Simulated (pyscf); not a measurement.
## Four-centre exchange: `[BH]=[NH]` + `[ClH]` → `[BH]=[NH]` + `[ClH]`

Gas phase, singlet surface, charge 0. Bonds broken: N2–H6, H4–Cl5. Bonds formed: N2–H4, Cl5–H6. Optimised with ωB97X-D3(BJ)/def2-SVP in PySCF. Correlated levels are frozen-core, on RHF or UHF. ΔMP2 is the change of the MP2 total energy from the triple- to the quadruple-zeta basis.

Transition state (Å):

```xyz
6

B      1.1862     0.6390     0.2474
N      1.0643    -0.4147    -0.4732
H      1.2986     1.6121     0.9127
H      0.3174    -0.8918    -1.1184
Cl     0.8063    -2.5992    -1.9594
H      1.6497    -1.2978    -0.7550
```

One imaginary mode, 1031i cm⁻¹; descent along it reached the two sides named.

```csv
bond,change,reactant side (Å),saddle,product side
N2–H6,breaks,1.001,1.096,2.170
H4–Cl5,breaks,1.292,1.965,3.8
N2–H4,forms,2.171,1.096,1.001
Cl5–H6,forms,3.8,1.964,1.292
```

Electronic energies relative to the separated reactants (eV):

```
level                             barrier  reaction energy  reverse barrier
--------------------------------  -------  ---------------  ---------------
ωB97X-D3(BJ)/def2-TZVP               1.54             0.00             1.54
PBE/def2-TZVP                        1.21             0.00             1.21
r²SCAN/def2-TZVP                     1.28             0.00             1.28
B3LYP-D3(BJ)/def2-TZVP               1.37             0.00             1.37
PBE0-D3(BJ)/def2-TZVP                1.33             0.00             1.33
M06-2X/def2-TZVP                     1.48             0.00             1.48
ωB97M-D3(BJ)/def2-TZVP               1.53             0.00             1.53
HF/def2-TZVP                         1.82             0.00             1.82
MP2/def2-QZVPP                       1.61             0.00             1.61
CCSD/def2-TZVPP                      1.78             0.00             1.78
CCSD(T)/def2-TZVPP                   1.72             0.00             1.72
CCSD(T)/def2-TZVPP + ΔMP2(QZVPP)     1.65             0.00             1.65
```

With CCSD(T)/def2-TZVPP + ΔMP2(QZVPP) energies and thermal terms (ideal gas, 1 atm, RRHO with modes under 100 cm⁻¹ raised to 100, one conformer, R ln 2 for rigid chiral ones), in eV:

| T (K) | ΔH‡ | ΔG‡ | ΔH | ΔG |
|---|---|---|---|---|
| 298 | 1.58 | 1.94 | 0.00 | 0.00 |
| 600 | 1.56 | 2.31 | 0.00 | 0.00 |
| 900 | 1.55 | 2.69 | 0.00 | 0.00 |
| 1200 | 1.56 | 3.07 | 0.00 | 0.00 |

The same reactants have a lower exit, to H₂N–BH–Cl (barrier +0.58 eV at ωB97M-D3(BJ), against +1.53 eV here). One saddle was located; it need not be the lowest between these sides. The CCSD(T) − MP2 part came from Ansatz, without density fitting, on the same reference.
